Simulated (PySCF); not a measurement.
## First hyperpolarisability: SMILES C=C/C=C/[O-], [C4H5O]-, charge -1

Geometry (Å), atoms numbered from 1 in this order:
```xyz
10

C    -1.9642    0.2439    0.3806
C    -0.8081    0.4083   -0.3264
C     0.5454    0.2486    0.0665
C     1.6112    0.4660   -0.8247
O     2.8339    0.3681   -0.6417
H    -1.9506   -0.0597    1.4340
H    -2.9434    0.4094   -0.0792
H    -0.9264    0.7157   -1.3805
H     0.7888   -0.0550    1.0931
H     1.2390    0.7760   -1.8567
```

Total charge -1.

Theory: quadratic response LC-wPBE/def2-SVPD first hyperpolarisability, Taylor convention, gas phase (PySCF 2.14.0). Geometry: PBE0-D3(BJ)/def2-SVP.

For a gas-phase anion, states above the detachment energy (about 2.4 eV, taken as minus the energy of the highest occupied orbital) lie in the continuum and depend on the basis.

Question: Give β for the processes computed.

Answer: In au, Taylor convention; the vector part is βᵢ = ⅓ Σⱼ (βᵢⱼⱼ + βⱼᵢⱼ + βⱼⱼᵢ):
| process | λ (nm) | β vector norm | β HRS | depolarisation ratio |
| --- | --- | --- | --- | --- |
| static β(0;0,0) | ∞ | 619.9 | 251.7 | 5.36 |
| second harmonic β(−2ω;ω,ω) | 1907 | 682.3 | 276.2 | 5.45 |
| Pockels β(−ω;ω,0) | 1907 | 639.6 | – | – |
| second harmonic β(−2ω;ω,ω) | 1064 | 867.5 | 348.8 | 5.67 |
| Pockels β(−ω;ω,0) | 1064 | 687.1 | – | – |

Question: Which lowest excitations and polarisabilities go with it?

Answer: S1 4.59 eV (f = 0.008); S2 4.85 eV (f = 0.763); S3 4.89 eV (f = 0.000); isotropic α 76.4 au static, 77.0 au at 1907 nm, 78.3 au at 1064 nm, 78.8 au at 953.5 nm, 85.7 au at 532 nm.
